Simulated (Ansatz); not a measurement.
Two isomers of C3H6FN: A = `NC1(F)CC1`, B = `C=C(N)CF`.

Program: Ansatz. Geometries: PBE0-D4/def2-TZVP. ΔE: electronic, gas phase. CBS: MP2 limit from def2 TZ/QZ plus the TZ coupled-cluster correction, frozen cores. Functionals use def2-TZVPP. B3LYP here is the variant with VWN-RPA as its local correlation; programs differ in this. Each species was taken in one conformer, which may not be the lowest.

(1) Which isomer does CCSD(T)/CBS put lower? Give the gap. (Estimate.)

(2) Give E(B) − E(A) in kJ/mol with B2PLYP, MP2/def2-TZVPP, PBE0-D4, B3LYP-D4, PBE-D4, CCSD/def2-TZVPP, HF/def2-TZVPP. (Best estimate.)

Largest T1 diagnostic: 0.011.

Answers

(1) Computed: B, by 23.6 kJ/mol.

(2) Ansatz gave: B2PLYP -27.6, MP2/def2-TZVPP -14.6, PBE0-D4 -10.3, B3LYP-D4 -32.5, PBE-D4 -18.0, CCSD/def2-TZVPP -20.0, HF/def2-TZVPP -31.1. None reverses the order clearly.

From PBE to PBE0 (25 % exact exchange), in def2-TZVPP and without D4, E(B) − E(A) moves by +7.7 kJ/mol. In def2-TZVPP, CCSD(T) changes the Hartree–Fock value by +9.5 kJ/mol (the triples alone add −1.6 kJ/mol) and MP2 by +16.6 kJ/mol.
